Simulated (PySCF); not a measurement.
Mapped SMILES: `[CH:1]#[C:2][CH2:3][CH:4]=[C:5]=[O:6]`. Hydrogens are named by the atom that carries them.

Geometry: PBE0-D3(BJ)/def2-SVP; GIAO absolute shieldings from PySCF, gas phase, non-relativistic, averaged over equivalent atoms.

At PBE0/pcSseg-1 (122 basis functions, 7.9 s wall time on 1 thread of an x86-64 server CPU, shared host):
```
atoms  σ (ppm)
   C5    -19.7
   C2     98.4
   C1    109.9
   C4    167.7
   C3    171.0
   O6    -59.5
H(C4)    28.28
H(C3)    28.43
H(C1)    29.35
```

Predict the values at KT2/pcSseg-2 on the same geometry.

Results:


```json
{"atoms": "C5", "σ at KT2/pcSseg-2": "-13.5", "change": "+6.2"}
{"atoms": "C2", "σ at KT2/pcSseg-2": "101.0", "change": "+2.6"}
{"atoms": "C1", "σ at KT2/pcSseg-2": "116.7", "change": "+6.8"}
{"atoms": "C4", "σ at KT2/pcSseg-2": "168.3", "change": "+0.6"}
{"atoms": "C3", "σ at KT2/pcSseg-2": "165.6", "change": "-5.4"}
{"atoms": "O6", "σ at KT2/pcSseg-2": "-34.1", "change": "+25.4"}
{"atoms": "H(C4)", "σ at KT2/pcSseg-2": "28.26", "change": "-0.02"}
{"atoms": "H(C3)", "σ at KT2/pcSseg-2": "27.91", "change": "-0.52"}
{"atoms": "H(C1)", "σ at KT2/pcSseg-2": "29.32", "change": "-0.03"}
```

The largest change is at O6 (carbonyl oxygen). Cost: 272 basis functions, 40 s wall time on 1 thread of an x86-64 server CPU, shared host. The order of the carbon signals changes between the two levels.
